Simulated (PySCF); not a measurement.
Job file and geometry (Å, from GFN2-xTB) of an NMR shielding run on `ClC(F)(Cl)Cl`, CCl₃F, GIAO revPBE/def2-SVPD NMR shielding, non-relativistic, gas phase in PySCF 2.14.0, density-fitted response routines; density fitting, a coarse starting grid and PySCF grid level 2 are the driver's defaults:

```
$ OMP_NUM_THREADS=1 python probes_run.py task.json out

{"job": {"kind": "nmr", "xc": "revPBE", "basis": "def2-SVPD", "pop": false}, "charge": 0, "multiplicity": 1}
F      0.060305    -0.141039     1.396058
C      0.004642    -0.006315     0.066724
Cl    -0.457934     1.660563    -0.312646
Cl     1.602752    -0.370613    -0.603874
Cl    -1.201142    -1.139743    -0.563447
```

**Question.** Write the output of this run.

**Answer.** 
```
coarse grid: 7048 points
cycle   1  E = -1517.4232339145  dE =  6.405e-01  |g| = 6.565e-01  |ddm| = 3.105e+00
cycle   2  E = -1516.9781364054  dE =  4.451e-01  |g| = 1.632e+00  |ddm| = 2.031e+00
cycle   3  E = -1517.5152400976  dE = -5.371e-01  |g| = 7.767e-02  |ddm| = 1.488e+00
cycle   4  E = -1517.5157653369  dE = -5.252e-04  |g| = 6.244e-02  |ddm| = 1.535e-01
cycle   5  E = -1517.5165941136  dE = -8.288e-04  |g| = 2.140e-02  |ddm| = 7.718e-02
cycle   6  E = -1517.5166842225  dE = -9.011e-05  |g| = 1.538e-03  |ddm| = 2.256e-02
cycle   7  E = -1517.5166847723  dE = -5.499e-07  |g| = 5.087e-04  |ddm| = 2.715e-03
final grid: 58056 points
cycle   8  E = -1517.7227118474  dE = -2.120e-05  |g| = 6.388e-03  |ddm| = 3.650e-02
cycle   9  E = -1517.7226909247  dE =  2.092e-05  |g| = 1.208e-02  |ddm| = 1.825e-02
cycle  10  E = -1517.7227207388  dE = -2.981e-05  |g| = 1.900e-03  |ddm| = 1.170e-02
cycle  11  E = -1517.7227214929  dE = -7.541e-07  |g| = 4.176e-04  |ddm| = 2.561e-03
cycle  12  E = -1517.7227215312  dE = -3.831e-08  |g| = 9.978e-05  |ddm| = 4.903e-04
cycle  13  E = -1517.7227215332  dE = -2.055e-09  |g| = 1.811e-05  |ddm| = 1.498e-04
cycle  14  E = -1517.7227215333  dE = -7.958e-11  |g| = 3.814e-06  |ddm| = 2.748e-05
converged SCF energy = -1517.7227215333

GIAO shielding tensors (ppm)
atom      isotropic    diamagn.    paramagn.     s11        s22        s33       span
  0 F      170.987     463.378    -292.391    152.488    152.509    207.964     55.476
  1 C       43.209     218.668    -175.459     42.692     42.756     44.180      1.488
  2 Cl     414.312    1139.295    -724.984    126.769    174.944    941.223    814.455
  3 Cl     414.161    1139.293    -725.133    126.540    174.702    941.239    814.699
  4 Cl     414.311    1139.300    -724.989    126.945    174.833    941.154    814.209
```

Size and cost of the density-fitted run: 124 basis functions, roughly 6 core-seconds.
